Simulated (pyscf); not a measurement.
# Routes from Cl–GaH₂

Candidate steps break at most two bonds and form at most two. Each was searched with GFN2-xTB (tblite) first. Structures and frequencies: ωB97X-D3(BJ)/def2-SVP in PySCF. Energies: ωB97M-D3(BJ)/def2-TZVP, kcal/mol, from the reactant's lowest minimum found, singlet surface; ΔG‡ with ideal gas, 1 atm, RRHO with modes under 100 cm⁻¹ raised to 100, one conformer, R ln 2 for chiral ones without a mode under 150 cm⁻¹.

```csv
products,type,ΔE‡,ΔE,ΔG‡ 298 K,ΔG‡ 900 K,ν‡ (cm⁻¹)
HCl + GaH [singlet],"1,1-elimination",58.3,+45.5,55.3,54.1,1144i
Cl–Ga [singlet] + H₂,"1,1-elimination",74.7,+0.4,71.7,71.0,1637i
```

Row 1: On the product side the descent ends in a complex, 5.4 kcal/mol under the separated species and 15.0 kcal/mol under the saddle at ωB97X-D3(BJ)/def2-TZVP. 

Plain bond fissions and candidates not yet searched are not listed, and one of them may be faster. Each barrier is that of the saddle found; lower ones may exist. Elements up to Kr have no core potential and no relativistic terms here.
